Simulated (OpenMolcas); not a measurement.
B2 (SMILES B#B): methods side by side

B2 has 2 atoms, charge 0, and is taken as a triplet. SMILES: `B#B`. The shape is that of a GFN2-xTB optimisation.

```xyz
2

B     0.0000    0.0000    0.0000
B     0.0000    0.0000    1.4051
```

Each level gives the energy change with the B1–B2 bond stretched from 1.405 to 2.810 Å (eV). The values are calculated.

```tsv
level	kind	program	value (eV)	less FCI/pcseg-0	CPU time (all runs)
ROHF/pcseg-0	Hartree–Fock	OpenMolcas	0.17	-0.90	4.1 s
USVWN5/pcseg-0	LDA	OpenMolcas	1.37	+0.30	7.5 s
UPBE/pcseg-0	GGA	OpenMolcas	1.06	-0.01	8.5 s
U-r2SCAN/pcseg-0	meta-GGA	OpenMolcas	0.95	-0.12	12 s
UPBE0/pcseg-0	global hybrid	OpenMolcas	0.97	-0.10	7.9 s
MRCI(4,4)/pcseg-0	multireference	OpenMolcas	1.28	+0.21	3.2 s
ROCCSD(T)/pcseg-0	coupled cluster or CI	OpenMolcas	1.12	+0.05	4.3 s
FCI/3-21G	exact in the basis	OpenMolcas	1.10	+0.03	17 s
FCI/pcseg-0	exact in the basis	OpenMolcas	1.07	0.00	15 s
```

FCI/pcseg-0 is exact within its basis and frozen core, so for wave-function methods in that basis the difference is their error; functionals converge differently with the basis, so for them it is only a difference. The first shape isn't each level's own minimum. The values span 0.17 to 1.37 eV. All rows use very small basis sets, so none should be taken for the real molecule's value. In so small a basis fixed costs decide the times, and correlated methods can beat functionals. Times are those of the runs behind each value, whatever else they computed, on shared processors of several kinds: orders of magnitude only.
